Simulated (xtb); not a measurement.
xtb input:

```bash
xtb mol.xyz --gfn 1 --sp --chrg 0 --uhf 0
```
mol.xyz:
```
5

C     -0.62506249     0.09868167     0.06335550
F      0.74037567    -0.11688673    -0.07504349
H     -0.89947162    -0.04282710     1.10961518
H     -0.85396320     1.11823461    -0.24985477
H     -1.15957127    -0.61551701    -0.56450199
```

### Question
Which total energy does the run end on?

### Answer
-8.86936 Eh (GFN1-xTB).
